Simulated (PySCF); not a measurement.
Gas-phase reaction: 2 C₃H₆ (cyclic) = C₂H₂ (acetylene) + C₄H₁₀ (isobutane)

Computed with PySCF (xtb for GFN2) and rigid-rotor harmonic-oscillator thermochemistry at 1 bar. The comparison is the NASA 1993 polynomial table, which mixes measured and estimated data. † marks an energy on the PBE0/def2-TZVP geometry and frequencies; other levels use their own. MP2 freezes the core. 6-31G* has spherical d functions here. All species are closed-shell singlets. B3LYP is the form with VWN-RPA correlation. For this reaction the table lies outside the span of B3LYP, M06-2X, MP2, r2SCAN, ωB97M-V, ωB97X-V in their largest bases here; which side is off was not settled. MP2 isn't extrapolated to the basis-set limit.

Levels: a) GFN2-xTB; b) M06-2X/def2-TZVP†; c) B3LYP/6-31G*; d) MP2/def2-TZVPP†; e) PBE0/def2-TZVP.

Order the levels by the distance of their ΔH°(298 K) from the table for this reaction, closest first.

d (+8 kJ), c (+24 kJ), b (+33 kJ), e (+50 kJ), a (+67 kJ)

The table gives -13 kJ. The order holds for this reaction alone, and for the 1993 entries, some of which have been revised since.
